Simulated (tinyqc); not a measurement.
Worked calculation: Pariser-Parr-Pople SCF with singles CI, for the molecule c1ccccc1 (SMILES; centres numbered as the heavy atoms are written). One step of it, computed by the program tinyqc.

Problem. Singles CI, triplets. Over the 9 single excitations with the smallest orbital gaps: A = (e_a - e_i) delta - (ij|ab), with (pq|rs) = sum c_mp c_mq gamma_mn c_nr c_ns.

orbital energies (eV): -13.513551  -10.506088  -10.505787  -0.954213  -0.953912  2.053551

coefficients:
```
         MO1        MO2        MO3        MO4        MO5        MO6
1C  0.408260   0.577342   0.000000   0.000000   0.577342   0.408260
2C  0.408242   0.288683   0.500000   0.500000  -0.288683  -0.408242
3C  0.408242  -0.288683   0.500000  -0.500000  -0.288683   0.408242
4C  0.408260  -0.577342   0.000000   0.000000   0.577342  -0.408260
5C  0.408242  -0.288683  -0.500000   0.500000  -0.288683   0.408242
6C  0.408242   0.288683  -0.500000  -0.500000  -0.288683  -0.408242
```

repulsion gamma_rs (eV):
```
           1C         2C         3C         4C         5C         6C
1C  11.320000   5.389742   3.895263   3.536212   3.895263   5.389742
2C   5.389742  11.320000   5.388981   3.895263   3.536867   3.895952
3C   3.895263   5.388981  11.320000   5.389742   3.895952   3.536867
4C   3.536212   3.895263   5.389742  11.320000   5.389742   3.895263
5C   3.895263   3.536867   3.895952   5.389742  11.320000   5.388981
6C   5.389742   3.895952   3.536867   3.895263   5.388981  11.320000
```

Give: triplet CI matrix; triplet excitation energies.

Solution.

triplet CI matrix (eV):
```
        3>4     2>4     3>5      2>5     1>4     3>6      2>6      1>5
3>4  3.5161  0.0000  0.0000   0.4644  0.0000  0.0000   0.0000   0.0000
2>4  0.0000  4.4450  0.4644   0.0000  0.0000  0.0000   0.0000   0.0000
3>5  0.0000  0.4644  4.4450   0.0000  0.0000  0.0000   0.0000   0.0000
2>5  0.4644  0.0000  0.0000   3.5169  0.0000  0.0000   0.0000   0.0000
1>4  0.0000  0.0000  0.0000   0.0000  6.9882  1.5460   0.0000   0.0000
3>6  0.0000  0.0000  0.0000   0.0000  1.5460  6.9882   0.0000   0.0000
2>6  0.0000  0.0000  0.0000   0.0000  0.0000  0.0000   6.9885  -1.5465
1>5  0.0000  0.0000  0.0000   0.0000  0.0000  0.0000  -1.5465   6.9885
1>6  1.5460  0.0000  0.0000  -1.5465  0.0000  0.0000   0.0000   0.0000

         1>6
3>4   1.5460
2>4   0.0000
3>5   0.0000
2>5  -1.5465
1>4   0.0000
3>6   0.0000
2>6   0.0000
1>5   0.0000
1>6   9.9960
```

triplet excitation energies (eV): 2.4209  3.9807  3.9809  4.9094  5.4421  5.4422  8.5342  8.5350  10.6272
